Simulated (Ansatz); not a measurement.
Born–Oppenheimer molecular dynamics of F2H2Si (5 atoms, charge 0, multiplicity 1). It starts from a relaxed structure.

Level of theory: RKS PBE0/6-31G* (Ansatz).

```yaml
ensemble: NVT, Nosé–Hoover chain
time_step: 0.5 fs
steps_asked: 250
set_temperature: 700 K
thermostat: time constant 20 fs, chain length 5
masses: H 2.014 u
seed: 708811
```

Frames 2.5 fs apart, positions in Å.

Velocities at 35 fs (Å/ps):

```
Si -5.83 1.06 -0.42
H 32.79 -10.37 -4.35
F 3.38 3.07 1.67
F 3.75 -5.29 -0.89
H -18.75 16.56 2.79
```

```xyz
5
Properties=species:S:1:pos:R:3 time_fs=35 energy_less_start_eV=0.223 T=795
Si -0.002 0.009 -0.013
H 0.250 0.107 1.454
F 1.535 -0.033 -0.489
F -0.801 1.275 -0.513
H -0.869 -1.095 -0.662
5
Properties=species:S:1:pos:R:3 time_fs=37.5 energy_less_start_eV=0.319 T=586
Si -0.016 0.010 -0.014
H 0.322 0.078 1.442
F 1.543 -0.025 -0.486
F -0.792 1.264 -0.516
H -0.903 -1.049 -0.644
5
Properties=species:S:1:pos:R:3 time_fs=40 energy_less_start_eV=0.413 T=364
Si -0.027 0.008 -0.014
H 0.370 0.043 1.427
F 1.547 -0.018 -0.484
F -0.784 1.257 -0.520
H -0.915 -1.003 -0.610
5
Properties=species:S:1:pos:R:3 time_fs=42.5 energy_less_start_eV=0.467 T=237
Si -0.032 0.004 -0.012
H 0.388 0.004 1.414
F 1.547 -0.010 -0.484
F -0.778 1.258 -0.525
H -0.917 -0.977 -0.569
5
Properties=species:S:1:pos:R:3 time_fs=45 energy_less_start_eV=0.417 T=379
Si -0.030 -0.003 -0.009
H 0.375 -0.036 1.408
F 1.542 -0.002 -0.486
F -0.774 1.265 -0.532
H -0.922 -0.988 -0.531
5
Properties=species:S:1:pos:R:3 time_fs=47.5 energy_less_start_eV=0.291 T=734
Si -0.022 -0.010 -0.003
H 0.334 -0.074 1.415
F 1.532 0.005 -0.490
F -0.771 1.278 -0.540
H -0.933 -1.037 -0.501
5
Properties=species:S:1:pos:R:3 time_fs=50 energy_less_start_eV=0.205 T=995
Si -0.010 -0.018 0.003
H 0.268 -0.109 1.440
F 1.519 0.012 -0.496
F -0.768 1.294 -0.548
H -0.938 -1.109 -0.476
5
Properties=species:S:1:pos:R:3 time_fs=52.5 energy_less_start_eV=0.199 T=1042
Si 0.002 -0.026 0.008
H 0.185 -0.136 1.477
F 1.504 0.019 -0.503
F -0.763 1.309 -0.555
H -0.922 -1.179 -0.450
5
Properties=species:S:1:pos:R:3 time_fs=55 energy_less_start_eV=0.226 T=984
Si 0.010 -0.033 0.013
H 0.092 -0.152 1.514
F 1.489 0.025 -0.513
F -0.756 1.321 -0.559
H -0.876 -1.231 -0.423
5
Properties=species:S:1:pos:R:3 time_fs=57.5 energy_less_start_eV=0.237 T=956
Si 0.013 -0.040 0.018
H -0.003 -0.154 1.538
F 1.477 0.030 -0.525
F -0.746 1.329 -0.561
H -0.801 -1.258 -0.400
5
Properties=species:S:1:pos:R:3 time_fs=60 energy_less_start_eV=0.228 T=968
Si 0.010 -0.045 0.025
H -0.091 -0.140 1.542
F 1.468 0.035 -0.538
F -0.733 1.331 -0.560
H -0.709 -1.268 -0.385
5
Properties=species:S:1:pos:R:3 time_fs=62.5 energy_less_start_eV=0.222 T=962
Si 0.002 -0.047 0.033
H -0.167 -0.111 1.526
F 1.463 0.040 -0.551
F -0.717 1.327 -0.556
H -0.616 -1.277 -0.386
```

Of the whole run (125 fs, mean temperature of the second half 650 K): The conserved energy stayed within 0.14 meV per atom of its start (net change 0.04 meV per atom), so the integration is sound. A run of 0.12 ps of so small a system gives no equilibrium averages.

The run took 5 min on 1 thread of Arm Neoverse V1 (shared host), peak memory 0.094 GiB.
